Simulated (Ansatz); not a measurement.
This geometry of BClH2 + H4Si (9 atoms, charge 0, multiplicity 1) is a first-order saddle point.

These are results of Ansatz 0.2.0, RKS r2SCAN/def2-SVP, not measurements.

```xyz
9
Properties=species:S:1:pos:R:3
B 0.236 0.472 -0.020
H -0.423 -0.552 1.314
Cl 1.654 -0.441 -0.603
H -0.839 0.150 -0.471
Si 0.523 2.362 0.661
H 1.725 2.472 1.546
H 0.741 3.238 -0.532
H -0.664 2.881 1.414
H 0.055 -0.058 1.686
```

(1) Which two structures does it join? (They come from a converged band through this point; their orientation in space is the band's.)

(2) How far does it lie above each of them?

Answers

(1) Bonds broken: B1–H2, Si5–H9. Bonds formed: B1–Si5, H2–H9. BClH2 + H4Si becomes BClH4Si + H2.

First end point:

```xyz
9
Properties=species:S:1:pos:R:3
B 0.056 -0.418 0.059
H -0.037 -0.984 1.117
Cl 1.674 -0.277 -0.650
H -0.883 -0.167 -0.650
Si 0.455 2.500 1.021
H 1.776 2.289 1.674
H 0.609 2.957 -0.386
H -0.382 3.455 1.804
H -0.261 1.170 1.006
```

Last end point:

```xyz
9
Properties=species:S:1:pos:R:3
B 0.285 0.650 -0.453
H -0.548 -0.763 1.990
Cl 1.683 -0.289 -0.944
H -0.789 0.210 -0.783
Si 0.561 2.394 0.532
H 1.691 2.292 1.506
H 0.921 3.438 -0.482
H -0.667 2.854 1.250
H -0.130 -0.262 2.379
```

(2) 13.1 kcal/mol above the first and 2.7 kcal/mol above the second. This is the barrier of this one path; another mechanism may lie lower. The orbitals stay closed-shell, which can raise the energy where a bond breaks towards radicals; this wasn't checked here.

The run took 4.2 min on 2 threads of Arm Neoverse V1, on a shared host, peak memory 0.16 GiB.
